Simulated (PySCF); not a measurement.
dimethyl ether (C₂H₆O), SMILES COC.

The structure is a stationary point at B3LYP-D3(BJ)/def2-TZVP.

Two levels are set side by side: TDA-PBE/def2-SVPD (PySCF) and TDA-M06-2X/def2-SVPD (PySCF). Vertical, same geometry. The lowest singlet is HOMO→LUMO 100 % with PBE and HOMO→LUMO 88 % with the other functional; states are paired by order. Differences are taken from unrounded values.

```tsv
quantity	TDA-M06-2X
lowest singlet excitation (eV)	7.41
lowest triplet excitation (TDA) (eV)	7.29
first bright state (f over 0.05) (eV)	9.09
its oscillator strength	0.07
```

Question: What does TDA-PBE give, and how far is it from TDA-M06-2X? (An estimate is asked for; the answer gives what the named calculation found.)

Answer: 
```csv
quantity,TDA-PBE,TDA-PBE minus TDA-M06-2X
lowest singlet excitation (eV),6.04,-1.37
lowest triplet excitation (TDA) (eV),5.90,-1.40
first bright state (f over 0.05) (eV),7.85,-1.24
its oscillator strength,0.06,0.00
```

Functionals without exact exchange tend to place singlet excitations lower, as here. Differences between two approximate levels are no errors against the true value.

Rough cost on one machine, each run with all the roots and properties that it gave: TDA-M06-2X against TDA-PBE about 10 times.
